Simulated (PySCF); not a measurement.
methane (CH4), SMILES C. Atoms are numbered in the order given.

```xyz
5

C      0.0000     0.0000     0.0000
H      0.6291    -0.6291     0.6291
H     -0.6291    -0.6291    -0.6291
H     -0.6291     0.6291     0.6291
H      0.6291     0.6291    -0.6291
```

Geometry optimised at PBE0-D3(BJ)/def2-TZVPD.

Two levels are set side by side: PBE/pcJ-1 (PySCF) and B3LYP/pcJ-1 (PySCF). One-bond couplings, all four terms, same geometry. Isotopes: 13C, 1H. Differences are taken from unrounded values.

```
quantity        B3LYP
--------------  -----
¹J(C1,H2) (Hz)  132.9
¹J(C1,H3) (Hz)  132.9
¹J(C1,H4) (Hz)  132.9
¹J(C1,H5) (Hz)  132.9
```

Problem. What does PBE give, and how far is it from B3LYP? (Estimate from the structure and the level; the computed values follow.)

Solution. 
```csv
quantity,PBE,PBE minus B3LYP
"¹J(C1,H2) (Hz)",121.4,-11.6
"¹J(C1,H3) (Hz)",121.4,-11.6
"¹J(C1,H4) (Hz)",121.4,-11.6
"¹J(C1,H5) (Hz)",121.4,-11.6
```

Rough cost on one machine, each run with all the roots and properties that it gave: B3LYP against PBE within a factor of 2.
